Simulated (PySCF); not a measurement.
## BCl⁺: from constants to spectrum

UHF-CCSD(T) constants of BCl⁺, ²Σ⁺ (doublet), unpaired electrons σ ↑ (PySCF, no relativity, basis sets B aug-cc-pVDZ, Cl aug-cc-pV(D+d)Z; masses 11.0093 and 34.9689 u):

```
ωe              : 1118.0 cm⁻¹
ωexe            : 6.7 cm⁻¹
Be              : 0.76607 cm⁻¹
αe              : 0.00608 cm⁻¹
D (centrifugal) : 1.44e-06 cm⁻¹
De to B⁺ + Cl   : 3.16 eV
```

(1) Give the vibrational terms G(v) and spacings up to v = 6.

(2) How well does the Morse estimate ωe²/(4ωexe) reproduce De, and what is D0?

Correlated steps freeze 6 core orbitals. Correlated levels converge slowly with the basis: in double zeta they bind strong bonds too weakly, by up to about 1 eV, and carry superposition errors of some tenths. For an ion De counts to the pair picked by the measured ionisation energies or electron affinities, which need not be the lowest pair at this level. The state was picked by a PBE0 search and need not be the measured ground state.

## Answers

(1) G(v) = ωe(v+½) − ωexe(v+½)².

| v | G(v) (cm⁻¹) | G(v) − G(v−1) | Bv (cm⁻¹) |
| --- | --- | --- | --- |
| 0 | 557 |  | 0.7630 |
| 1 | 1662 | 1105 | 0.7570 |
| 2 | 2753 | 1091 | 0.7509 |
| 3 | 3831 | 1078 | 0.7448 |
| 4 | 4895 | 1064 | 0.7387 |
| 5 | 5946 | 1051 | 0.7326 |
| 6 | 6984 | 1038 | 0.7266 |

(2) It gives 5.78 eV, 183 % of the computed De. D0 = De − G(0) = 3.16 − 0.07 = 3.09 eV.
